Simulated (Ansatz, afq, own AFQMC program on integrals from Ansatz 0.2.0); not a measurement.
Two steps: Ansatz 0.2.0 writes the Fock matrix and Cholesky factors of the valence space, and afq projects on them the lowest state that overlaps trial and start.

```yaml
crystal:
  periodic: [false, false, false]
  atoms:
    - {symbol: Si, position_ang: [0.000000, 0.000000, 0.000000]}
    - {symbol: N, position_ang: [0.000000, 0.000000, 1.563809]}
basis:
  gaussian: {orbitals: 6-31G}
magnetization: {spin_polarized: false, initial_magnetization: 1}
correlation: {method: ccsd_t, electrons: outside_noble_gas, hamiltonian_folder: ham}
```

```sh
$ ansatz run in.yaml --threads 1 --pin off --events-out ev --progress --plain --max-ram 24576MiB --backend cuda --devices 0, --max-vram 18GiB
```

Options of the walk:

```
--method free --trial cisd --walkers 4000 --time-step 0.03 --max-blocks 4000 --target-error 0.00036 --factor-cut 1e-05 --seed 6835 --times 0,0.3,0.6,1.2,1.8,2.4,3.6,4.8,6 --taylor-order 8
```

Times are imaginary, in 1/Eh. The walk had a cap of 61 s.

afq prints:

```
orbitals 16  electrons 5 4  factors 91 of 273
reference energy -343.18175720 Eh
CCSD correlation -0.18082551 Eh in 17 cycles, weight of the determinant in the CISD state 0.7872
repeat  energy at the last time / Eh  error
    10  -343.374264  0.000437
    20  -343.374380  0.000299
    30  -343.374371  0.000270
time / (1/Eh)  energy / Eh  error  mean overlap
  0.00  -343.362385  0.000115  1.2698
  0.30  -343.367291  0.000108  1.2711
  0.60  -343.369570  0.000089  1.2745
  1.20  -343.371837  0.000104  1.2809
  1.80  -343.372894  0.000109  1.2870
  2.40  -343.373538  0.000132  1.2927
  3.60  -343.373948  0.000145  1.3068
  4.80  -343.374267  0.000242  1.3284
  6.00  -343.374380  0.000261  1.3499
energy -343.374380 +/- 0.000261 Eh
```

The run passed its tests (error under three times the target), which doesn't prove that it has relaxed.

Against this walk (error 7.1 meV) on the same determinant: CCSD(T) 73.7 meV higher, CCSDT(Q) 2.2 meV higher (within the noise), CCSDTQ 8.8 meV higher (within the noise), full CI 0.7 meV higher (within the noise). The error is statistical, and a free projection of finite length keeps a remainder of its start. The last points still move (meV from the last: 40 ± 3 at 1.80, 23 ± 4 at 2.40, 12 ± 4 at 3.60, 3 ± 7 at 4.80, 0 ± 7 at 6.00), but the last one has reached full CI within the noise or passed it, so little can be left to fall. The determinant is a poor start (see the cautions), so the low cluster orders aren't to be relied on, and full CI is the sure value.

Cautions: remainder of the start not in the error; a spin-contaminated unrestricted determinant lies lower (UHF 502 meV lower, ⟨S²⟩ 1.30); the search met a lower determinant of the same kind, perhaps of another symmetry (30 meV lower), and this one is a saddle point; strong correlation (T1 0.078, weight of the determinant 0.79, largest double 0.11).

The walk took 23 s on 1 × NVIDIA H100 80GB HBM3 with 2 threads of AMD EPYC 7R13 Processor (Zen 3) (shared host) (the card was shared). The log's last line is the free-projection energy.

CCSDT and higher add their correlation energy to the determinant of the CCSD(T) run, since their own runs factorise the integrals more tightly (a shift of under 2 meV). A walk keeps the symmetry of its determinant, which the program's search chose and which needn't be the lowest solution, so a lower state of the same spin and another symmetry isn't excluded.
